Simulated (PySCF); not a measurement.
CH3CH2CHFCH3, C4H9F.
SMILES with atom numbers: `[CH3:1][CH2:2][C@H:3]([CH3:4])[F:5]` (hydrogens: H6, H7, H8 on C1; H9, H10 on C2; H11 on C3; H12, H13, H14 on C4)

Level of theory: core-valence-separated Tamm–Dancoff BHandHLYP/aug-pcX-1 (pcseg-1 on H) in PySCF, non-relativistic, gas phase, PBE0-D3(BJ)/def2-SVP geometry.

Computed carbon K-edge spectrum, Gaussian lines of 0.3 eV full width, highest printed point 100; it ends one width below the last computed root. The energies are unshifted.

photon energy (eV), absorption and a bar:
```
    285.0          0 
    285.1          2 
    285.2          6 ##
    285.3         16 #####
    285.4         25 #######
    285.5         28 ########
    285.6         26 ########
    285.7         21 ######
    285.8         23 #######
    285.9         40 ############
    286.0         70 #####################
    286.1         99 ##############################
    286.2        100 ##############################
    286.3         64 ###################
    286.4         26 ########
    286.5         12 ####
    286.6         15 ####
    286.7         18 #####
    286.8         17 #####
    286.9         21 ######
    287.0         42 #############
    287.1         69 #####################
    287.2         69 #####################
    287.3         47 ##############
```

Problem. Assign the maxima to core holes.

Solution. 4 maxima:
- 285.5 eV: C2 (chain CH2 carbon), 285.62 eV, f = 0.019, 50 % of the height at the exact maximum; C4 (methyl carbon), 285.44 eV, f = 0.011, 34 % of the height at the exact maximum; C1 (methyl carbon), 285.36 eV, f = 0.009, 16 % of the height at the exact maximum
- 286.2 eV: C4 (methyl carbon), 286.21 eV, f = 0.031, 28 % of the height at the exact maximum; C2 (chain CH2 carbon), 286.14 eV, f = 0.027, 27 % of the height at the exact maximum; C4 (methyl carbon), 286.12 eV, f = 0.025, 24 % of the height at the exact maximum; C1 (methyl carbon), 286.24 eV, f = 0.018, 14 % of the height at the exact maximum
- 286.7 eV: C1 (methyl carbon), 286.66 eV, f = 0.013, 68 % of the height at the exact maximum; C4 (methyl carbon), 286.86 eV, f = 0.006, 15 % of the height at the exact maximum; C2 (chain CH2 carbon), 286.71 eV, f = 0.003, 15 % of the height at the exact maximum
- 287.1 eV: C3 (sp3 C–F carbon), 287.14 eV, f = 0.063, 89 % of the height at the exact maximum

Further lines of some strength in the range: C1, 285.95 eV, f = 0.027.

Roots within 0.03 eV on the same or equivalent atoms count as one line; shares under 12 % aren't listed.

Vibrational structure and lifetime widths aren't in the curve. The ionisation threshold wasn't computed; near and above it a finite basis only mimics Rydberg series and continuum.

Conformer computed: `[CH3:1][CH2:2][C@H:3]([CH3:4])[F:5]`: C1–C2–C3–C4 179°.

One conformer stands for the species.
